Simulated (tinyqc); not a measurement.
CIS on RHF in the sto-3g basis, frozen core, for H2O, spin multiplicity 1, step by step. Computed by tinyqc, a small Python program that keeps every step (integrals from PySCF). Settings: charge = 0, multiplicity = 1, basis = sto-3g, method = RHF, frozen orbitals = 1, energy threshold = 1e-10, iteration cap = 77, orthogonalisation = symmetric, start = atomic densities, DIIS depth = 6. Command: `OMP_NUM_THREADS=1 python tinyqc.py 26472 26473 out.jsonl` (the two numbers bound the seeds that draw the settings). One thread of a shared host (Intel(R) Xeon(R) Processor @ 2.60GHz), about 0.08 s of CPU time with the checks. The early iterations of the SCF are left out here.

## One-electron integrals

Geometry (angstrom):
```
atom,x,y,z
O,0.000000,0.000000,0.000000
H,0.000000,0.709000,0.546000
H,0.000000,-0.709000,0.546000
```

Basis sto-3g: exponents (1/bohr^2) and contraction coefficients of normalised primitives:
```
element,l (shell),exponent,coefficient
O,s (1),130.709320,0.154329
O,s (1),23.808861,0.535328
O,s (1),6.443608,0.444635
O,s (2),5.033151,-0.099967
O,s (2),1.169596,0.399513
O,s (2),0.380389,0.700115
O,p (3),5.033151,0.155916
O,p (3),1.169596,0.607684
O,p (3),0.380389,0.391957
H,s (1),3.425251,0.154329
H,s (1),0.623914,0.535328
H,s (1),0.168855,0.444635
```

Overlap, kinetic and nuclear-attraction integrals over the contracted functions; the nuclear repulsion is the sum of Za Zb / Rab.

nuclear repulsion = 9.83468351 hartree

overlap S, lower triangle:
```
,1O 1s,1O 2s,1O 2px,1O 2py,1O 2pz,2H 1s,3H 1s
1O 1s,1.000000
1O 2s,0.236704,1.000000
1O 2px,0.000000,0.000000,1.000000
1O 2py,0.000000,0.000000,0.000000,1.000000
1O 2pz,0.000000,0.000000,0.000000,0.000000,1.000000
2H 1s,0.062531,0.516542,0.000000,0.328109,0.252676,1.000000
3H 1s,0.062531,0.516542,0.000000,-0.328109,0.252676,0.288372,1.000000
```

kinetic energy T (hartree), lower triangle:
```
,1O 1s,1O 2s,1O 2px,1O 2py,1O 2pz,2H 1s,3H 1s
1O 1s,29.003200
1O 2s,-0.168011,0.808128
1O 2px,0.000000,0.000000,2.528731
1O 2py,0.000000,0.000000,0.000000,2.528731
1O 2pz,0.000000,0.000000,0.000000,0.000000,2.528731
2H 1s,0.002719,0.160761,0.000000,0.264952,0.204039,0.760032
3H 1s,0.002719,0.160761,0.000000,-0.264952,0.204039,0.017670,0.760032
```

nuclear attraction V (hartree), lower triangle:
```
,1O 1s,1O 2s,1O 2px,1O 2py,1O 2pz,2H 1s,3H 1s
1O 1s,-61.801142
1O 2s,-7.463026,-10.211583
1O 2px,0.000000,0.000000,-10.042240
1O 2py,0.000000,0.000000,0.000000,-10.223643
1O 2pz,-0.021674,-0.248153,0.000000,0.000000,-10.149821
2H 1s,-2.033811,-4.319868,0.000000,-2.450013,-1.974190,-6.108786
3H 1s,-2.033811,-4.319868,0.000000,2.450013,-1.974190,-1.931123,-6.108786
```

core Hamiltonian H = T + V (hartree), lower triangle:
```
,1O 1s,1O 2s,1O 2px,1O 2py,1O 2pz,2H 1s,3H 1s
1O 1s,-32.797942
1O 2s,-7.631037,-9.403455
1O 2px,0.000000,0.000000,-7.513509
1O 2py,0.000000,0.000000,0.000000,-7.694912
1O 2pz,-0.021674,-0.248153,0.000000,0.000000,-7.621090
2H 1s,-2.031092,-4.159107,0.000000,-2.185061,-1.770151,-5.348754
3H 1s,-2.031092,-4.159107,0.000000,2.185061,-1.770151,-1.913452,-5.348754
```

## Two-electron integrals

Functions are numbered as in S; the eight-fold symmetry (ij|kl) = (ji|kl) = (kl|ij) leaves the list below.

Two-electron integrals (ij|kl) in chemists' order, unique and non-zero (hartree):
```
i,j,k,l,(ij|kl)
1,1,1,1,4.785065
2,1,1,1,0.741380
2,1,2,1,0.136873
2,2,1,1,1.118947
2,2,2,1,0.256633
2,2,2,2,0.817206
3,1,3,1,0.024477
3,2,3,1,0.037809
3,2,3,2,0.180518
3,3,1,1,1.115814
3,3,2,1,0.256684
3,3,2,2,0.817023
3,3,3,3,0.880159
4,1,4,1,0.024477
4,2,4,1,0.037809
4,2,4,2,0.180518
4,3,4,3,0.047444
4,4,1,1,1.115814
4,4,2,1,0.256684
4,4,2,2,0.817023
4,4,3,3,0.785270
4,4,4,4,0.880159
5,1,5,1,0.024477
5,2,5,1,0.037809
5,2,5,2,0.180518
5,3,5,3,0.047444
5,4,5,4,0.047444
5,5,1,1,1.115814
5,5,2,1,0.256684
5,5,2,2,0.817023
5,5,3,3,0.785270
5,5,4,4,0.785270
5,5,5,5,0.880159
6,1,1,1,0.199405
6,1,2,1,0.036464
6,1,2,2,0.067800
6,1,3,3,0.067675
6,1,4,1,0.001313
6,1,4,2,0.002445
6,1,4,4,0.067915
6,1,5,1,0.001011
6,1,5,2,0.001883
6,1,5,4,0.000185
6,1,5,5,0.067817
6,1,6,1,0.009838
6,2,1,1,0.448732
6,2,2,1,0.104047
6,2,2,2,0.362609
6,2,3,3,0.356778
6,2,4,1,0.006114
6,2,4,2,0.045201
6,2,4,4,0.367552
6,2,5,1,0.004708
6,2,5,2,0.034809
6,2,5,4,0.008297
6,2,5,5,0.363167
6,2,6,1,0.028175
6,2,6,2,0.193353
6,3,3,1,0.011319
6,3,3,2,0.064296
6,3,4,3,0.009572
6,3,5,3,0.007371
6,3,6,3,0.028758
6,4,1,1,0.243357
6,4,2,1,0.057202
6,4,2,2,0.213004
6,4,3,3,0.203176
6,4,4,1,0.014300
6,4,4,2,0.089761
6,4,4,4,0.228666
6,4,5,1,0.002295
6,4,5,2,0.019610
6,4,5,4,0.012258
6,4,5,5,0.206939
6,4,6,1,0.016228
6,4,6,2,0.137983
6,4,6,4,0.126217
6,5,1,1,0.187409
6,5,2,1,0.044051
6,5,2,2,0.164034
6,5,3,3,0.156466
6,5,4,1,0.002295
6,5,4,2,0.019610
6,5,4,4,0.161352
6,5,5,1,0.013087
6,5,5,2,0.079398
6,5,5,4,0.013335
6,5,5,5,0.174107
6,5,6,1,0.012497
6,5,6,2,0.106261
6,5,6,4,0.075053
6,5,6,5,0.086556
6,6,1,1,0.562875
6,6,2,1,0.132621
6,6,2,2,0.526180
6,6,3,3,0.504749
6,6,4,1,0.010804
6,6,4,2,0.107049
6,6,4,4,0.544720
6,6,5,1,0.008321
6,6,5,2,0.082438
6,6,5,4,0.030782
6,6,5,5,0.528454
6,6,6,1,0.036299
6,6,6,2,0.341147
6,6,6,4,0.278452
6,6,6,5,0.214436
6,6,6,6,0.774606
7,1,1,1,0.199405
7,1,2,1,0.036464
7,1,2,2,0.067800
7,1,3,3,0.067675
7,1,4,1,-0.001313
7,1,4,2,-0.002445
7,1,4,4,0.067915
7,1,5,1,0.001011
7,1,5,2,0.001883
7,1,5,4,-0.000185
7,1,5,5,0.067817
7,1,6,1,0.009689
7,1,6,2,0.027310
7,1,6,4,0.014275
7,1,6,5,0.012117
7,1,6,6,0.034706
7,1,7,1,0.009838
7,2,1,1,0.448732
7,2,2,1,0.104047
7,2,2,2,0.362609
7,2,3,3,0.356778
7,2,4,1,-0.006114
7,2,4,2,-0.045201
7,2,4,4,0.367552
7,2,5,1,0.004708
7,2,5,2,0.034809
7,2,5,4,-0.008297
7,2,5,5,0.363167
7,2,6,1,0.027310
7,2,6,2,0.160168
7,2,6,4,0.078030
7,2,6,5,0.085664
7,2,6,6,0.236527
7,2,7,1,0.028175
7,2,7,2,0.193353
7,3,3,1,0.011319
7,3,3,2,0.064296
7,3,4,3,-0.009572
7,3,5,3,0.007371
7,3,6,3,0.023143
7,3,7,3,0.028758
7,4,1,1,-0.243357
7,4,2,1,-0.057202
7,4,2,2,-0.213004
7,4,3,3,-0.203176
7,4,4,1,0.014300
7,4,4,2,0.089761
7,4,4,4,-0.228666
7,4,5,1,-0.002295
7,4,5,2,-0.019610
7,4,5,4,0.012258
7,4,5,5,-0.206939
7,4,6,1,-0.014275
7,4,6,2,-0.078030
7,4,6,4,-0.015179
7,4,6,5,-0.040692
7,4,6,6,-0.099524
7,4,7,1,-0.016228
7,4,7,2,-0.137983
7,4,7,4,0.126217
7,5,1,1,0.187409
7,5,2,1,0.044051
7,5,2,2,0.164034
7,5,3,3,0.156466
7,5,4,1,-0.002295
7,5,4,2,-0.019610
7,5,4,4,0.161352
7,5,5,1,0.013087
7,5,5,2,0.079398
7,5,5,4,-0.013335
7,5,5,5,0.174107
7,5,6,1,0.012117
7,5,6,2,0.085664
7,5,6,4,0.040692
7,5,6,5,0.068264
7,5,6,6,0.139346
7,5,7,1,0.012497
7,5,7,2,0.106261
7,5,7,4,-0.075053
7,5,7,5,0.086556
7,6,1,1,0.192187
7,6,2,1,0.044928
7,6,2,2,0.168468
7,6,3,3,0.164729
7,6,4,4,0.167997
7,6,5,1,0.003276
7,6,5,2,0.028138
7,6,5,5,0.172504
7,6,6,1,0.012045
7,6,6,2,0.088412
7,6,6,4,0.054089
7,6,6,5,0.054628
7,6,6,6,0.158316
7,6,7,1,0.012045
7,6,7,2,0.088412
7,6,7,4,-0.054089
7,6,7,5,0.054628
7,6,7,6,0.048082
7,7,1,1,0.562875
7,7,2,1,0.132621
7,7,2,2,0.526180
7,7,3,3,0.504749
7,7,4,1,-0.010804
7,7,4,2,-0.107049
7,7,4,4,0.544720
7,7,5,1,0.008321
7,7,5,2,0.082438
7,7,5,4,-0.030782
7,7,5,5,0.528454
7,7,6,1,0.034706
7,7,6,2,0.236527
7,7,6,4,0.099524
7,7,6,5,0.139346
7,7,6,6,0.363489
7,7,7,1,0.036299
7,7,7,2,0.341147
7,7,7,4,-0.278452
7,7,7,5,0.214436
7,7,7,6,0.158316
7,7,7,7,0.774606
```

## Orthogonalisation

S = U s U^T; symmetric (Loewdin) form X = U s^(-1/2) U^T, so that X^T S X = 1.

eigenvalues of S: 0.301174  0.369912  0.886220  1.000000  1.088904  1.341716  2.012074

X, lower triangle:
```
,1O 1s,1O 2s,1O 2px,1O 2py,1O 2pz,2H 1s,3H 1s
1O 1s,1.024453
1O 2s,-0.146866,1.304643
1O 2px,0.000000,0.000000,1.000000
1O 2py,0.000000,0.000000,0.000000,1.137894
1O 2pz,-0.011550,0.135662,0.000000,0.000000,1.065100
2H 1s,0.023201,-0.338657,0.000000,-0.263644,-0.163014,1.261569
3H 1s,0.023201,-0.338657,0.000000,0.263644,-0.163014,-0.108039,1.261569
```

## Iteration 8 (converged): orbitals

converged F (hartree), lower triangle:
```
,1O 1s,1O 2s,1O 2px,1O 2py,1O 2pz,2H 1s,3H 1s
1O 1s,-20.226300
1O 2s,-5.163976,-2.469088
1O 2px,0.000000,0.000000,-0.396653
1O 2py,0.000000,0.000000,0.000000,-0.369405
1O 2pz,-0.031305,-0.156329,0.000000,0.000000,-0.392656
2H 1s,-1.383043,-1.138059,0.000000,-0.410520,-0.388041,-0.669919
3H 1s,-1.383043,-1.138059,0.000000,0.410520,-0.388041,-0.477447,-0.669919
```

Diagonalise F' = X^T F X, C = X C', fill 5 alpha and 5 beta electrons from the bottom; D = 2 C_occ C_occ^T. Each column has its largest component positive (the first on a tie).

F' = X^T F X (hartree), lower triangle:
```
,1,2,3,4,5,6,7
1,-19.843564
2,-2.695778,-1.177022
3,0.000000,0.000000,-0.396653
4,0.000000,0.000000,0.000000,-0.012441
5,-0.053497,0.119506,0.000000,0.000000,-0.223035
6,-0.242042,-0.578129,0.000000,-0.516530,-0.346897,0.047610
7,-0.242042,-0.578129,0.000000,0.516530,-0.346897,-0.132929,0.047610
```

orbital energies (hartree): MO1 -20.235417, MO2 -1.303192, MO3 -0.652780, MO4 -0.460146, MO5 -0.396653, MO6 0.669814, MO7 0.820877

coefficients C:
```
,MO1,MO2,MO3,MO4,MO5,MO6,MO7
1O 1s,0.993971,-0.230688,0.000000,0.105693,0.000000,-0.141128,0.000000
1O 2s,0.028034,0.811419,0.000000,-0.552810,0.000000,1.003324,0.000000
1O 2px,0.000000,0.000000,0.000000,0.000000,1.000000,0.000000,0.000000
1O 2py,0.000000,0.000000,0.609899,0.000000,0.000000,0.000000,1.030457
1O 2pz,0.004994,0.152239,0.000000,0.792095,0.000000,0.745323,0.000000
2H 1s,-0.006729,0.161624,0.440137,0.251256,0.000000,-0.847242,-0.902054
3H 1s,-0.006729,0.161624,-0.440137,0.251256,0.000000,-0.847242,0.902054
```

D after iteration 8, lower triangle:
```
,1O 1s,1O 2s,1O 2px,1O 2py,1O 2pz,2H 1s,3H 1s
1O 1s,2.104732
1O 2s,-0.435497,1.929571
1O 2px,0.000000,0.000000,2.000000
1O 2py,0.000000,0.000000,0.000000,0.743954
1O 2pz,0.107126,-0.628417,0.000000,0.000000,1.301231
2H 1s,-0.034835,-0.015882,0.000000,0.536878,0.447181,0.566036
3H 1s,-0.034835,-0.015882,0.000000,-0.536878,0.447181,-0.208846,0.566036
```

## Convergence

Stop when the energy changes by less than 1e-10 hartree and every element of the error matrix X^T (F D S - S D F) X is below 3e-06.

Course of the cycle:
```
iteration,E (hartree),change,largest element of the error matrix
1,-75.66307945,-,1.54e+00
2,-74.91337146,7.50e-01,1.80e-01
3,-74.94197027,-2.86e-02,1.82e-02
4,-74.94229839,-3.28e-04,3.83e-03
5,-74.94231745,-1.91e-05,4.49e-05
6,-74.94231746,-4.27e-09,1.17e-05
7,-74.94231746,-3.27e-10,4.51e-07
8,-74.94231746,-3.13e-13,6.52e-11
```

PySCF RHF in the same basis = -74.94231746 hartree

Converged in 8 iterations.

## Integrals over molecular orbitals

(pq|rs) = sum C_ip C_jq C_kr C_ls (ij|kl), one index at a time.

one-electron integrals over orbitals h = C^T H C (hartree), lower triangle:
```
,1,2,3,4,5,6,7
1,-32.779719
2,0.555588,-7.748736
3,0.000000,0.000000,-6.539530
4,-0.243630,0.371010,0.000000,-7.147320
5,0.000000,0.000000,0.000000,0.000000,-7.513509
6,0.326134,-1.444334,0.000000,-0.973564,0.000000,-5.342604
7,0.000000,0.000000,-1.686002,0.000000,0.000000,0.000000,-5.637094
```

Two-electron integrals over orbitals (pq|rs), unique and non-zero (hartree); the lowest 1 orbital is frozen and left out:
```
p,q,r,s,(pq|rs)
2,2,2,2,0.735696
3,2,3,2,0.149810
3,3,2,2,0.659760
3,3,3,3,0.651894
4,2,2,2,0.017052
4,2,3,3,0.008081
4,2,4,2,0.119598
4,3,3,2,0.015037
4,3,4,3,0.044596
4,4,2,2,0.680305
4,4,3,3,0.613785
4,4,4,2,-0.104863
4,4,4,4,0.815968
5,2,5,2,0.142578
5,3,5,3,0.030102
5,4,5,2,-0.047316
5,4,5,4,0.058690
5,5,2,2,0.746855
5,5,3,3,0.642002
5,5,4,2,-0.061655
5,5,4,4,0.742894
5,5,5,5,0.880159
6,2,2,2,0.146411
6,2,3,3,0.080339
6,2,4,2,0.017928
6,2,4,4,0.099074
6,2,5,5,0.164291
6,2,6,2,0.104626
6,3,3,2,-0.040441
6,3,4,3,-0.024316
6,3,6,3,0.068526
6,4,2,2,0.084138
6,4,3,3,0.040961
6,4,4,2,-0.022513
6,4,4,4,0.112433
6,4,5,5,0.101770
6,4,6,2,0.059447
6,4,6,4,0.057573
6,5,5,2,0.062081
6,5,5,4,-0.004935
6,5,6,5,0.040540
6,6,2,2,0.623419
6,6,3,3,0.580192
6,6,4,2,0.062268
6,6,4,4,0.550288
6,6,5,5,0.593372
6,6,6,2,0.097696
6,6,6,4,0.041732
6,6,6,6,0.601031
7,2,3,2,0.033839
7,2,4,3,-0.034753
7,2,6,3,0.037039
7,2,7,2,0.059223
7,3,2,2,0.127865
7,3,3,3,0.091860
7,3,4,2,-0.074245
7,3,4,4,0.166540
7,3,5,5,0.184266
7,3,6,2,0.079148
7,3,6,4,0.068362
7,3,6,6,0.035399
7,3,7,3,0.149611
7,4,3,2,-0.077759
7,4,4,3,0.009042
7,4,6,3,0.039725
7,4,7,2,-0.016139
7,4,7,4,0.067962
7,5,5,3,0.023509
7,5,7,5,0.023926
7,6,3,2,0.102925
7,6,4,3,0.040464
7,6,6,3,-0.063048
7,6,7,2,-0.012577
7,6,7,4,-0.056465
7,6,7,6,0.115883
7,7,2,2,0.632030
7,7,3,3,0.623758
7,7,4,2,-0.010798
7,7,4,4,0.620185
7,7,5,5,0.631751
7,7,6,2,0.072046
7,7,6,4,0.037072
7,7,6,6,0.572361
7,7,7,3,0.092110
7,7,7,7,0.629501
```

## CIS matrix, singlets

A(ia,jb) = (e_a - e_i) d_ij d_ab + 2 (ia|jb) - (ij|ab).

CIS matrix A, singlet (hartree), lower triangle:
```
,2>6,2>7,3>6,3>7,4>6,4>7,5>6,5>7
2>6,1.558839
2>7,0.000000,1.610485
3>6,0.000000,-0.028848,0.879453
3>7,0.055371,0.000000,0.000000,1.149121
4>6,0.056627,0.000000,0.000000,0.096259,0.694818
4>7,0.000000,-0.021480,0.038986,0.000000,0.000000,0.796763
5>6,0.000000,0.000000,0.000000,0.000000,0.000000,0.000000,0.554174
5>7,0.000000,0.000000,0.000000,0.000000,0.000000,0.000000,0.000000,0.633632
```

## CIS singlet states

dipole integrals <i|r|a> (bohr):
```
,x,y,z
2>6,0.000000,0.000000,-0.136306
2>7,0.000000,-0.167893,0.000000
3>6,0.000000,-0.793594,0.000000
3>7,0.000000,0.000000,-0.611930
4>6,0.000000,0.000000,-0.424289
4>7,0.000000,-0.611422,0.000000
5>6,0.073920,0.000000,0.000000
5>7,0.000000,0.000000,0.000000
```

Diagonalise A (1 hartree = 27.211386 eV); each vector has its largest component positive (the first on a tie). The transition dipole is mu = sqrt2 sum c_ia <i|r|a>.

singlet excitation energies (eV): 15.079856  17.242014  18.313518  21.256841  24.306700  31.512601  42.768185  43.872156

lowest vectors:
```
,state 1,state 2,state 3,state 4,state 5,state 6
2>6,0.000000,0.000000,-0.050632,0.000000,0.000000,-0.159773
2>7,0.000000,0.000000,0.000000,0.011378,0.048325,0.000000
3>6,0.000000,0.000000,0.000000,-0.365827,0.929787,0.000000
3>7,0.000000,0.000000,-0.192254,0.000000,0.000000,0.970218
4>6,0.000000,0.000000,0.980038,0.000000,0.000000,0.182073
4>7,0.000000,0.000000,0.000000,0.930613,0.364912,0.000000
5>6,1.000000,0.000000,0.000000,0.000000,0.000000,0.000000
5>7,0.000000,1.000000,0.000000,0.000000,0.000000,0.000000
```

oscillator strengths 2/3 w |mu|^2: 0.004037  0.000000  0.076130  0.082003  1.118544  0.650730

## CIS matrix, triplets

A(ia,jb) = (e_a - e_i) d_ij d_ab - (ij|ab).

CIS matrix A, triplet (hartree), lower triangle:
```
,2>6,2>7,3>6,3>7,4>6,4>7,5>6,5>7
2>6,1.349587
2>7,0.000000,1.492040
3>6,0.000000,-0.102925,0.742402
3>7,-0.102925,0.000000,0.000000,0.849899
4>6,-0.062268,0.000000,0.000000,-0.040464,0.579671
4>7,0.000000,0.010798,-0.040464,0.000000,0.000000,0.660838
5>6,0.000000,0.000000,0.000000,0.000000,0.000000,0.000000,0.473095
5>7,0.000000,0.000000,0.000000,0.000000,0.000000,0.000000,0.000000,0.585779
```

## CIS triplet states

Diagonalise A (1 hartree = 27.211386 eV); each vector has its largest component positive (the first on a tie).

triplet excitation energies (eV): 12.873562  15.400907  15.939871  17.498355  20.299840  22.847664  37.376151  40.986392

lowest vectors:
```
,state 1,state 2,state 3,state 4,state 5,state 6
2>6,0.000000,0.100944,0.000000,0.000000,0.000000,0.171655
2>7,0.000000,0.000000,0.000000,0.038193,0.130381,0.000000
3>6,0.000000,0.000000,0.000000,0.410615,0.901832,0.000000
3>7,0.000000,0.176142,0.000000,0.000000,0.000000,0.966359
4>6,0.000000,0.979175,0.000000,0.000000,0.000000,-0.191533
4>7,0.000000,0.000000,0.000000,0.911008,-0.411946,0.000000
5>6,1.000000,0.000000,0.000000,0.000000,0.000000,0.000000
5>7,0.000000,0.000000,1.000000,0.000000,0.000000,0.000000
```
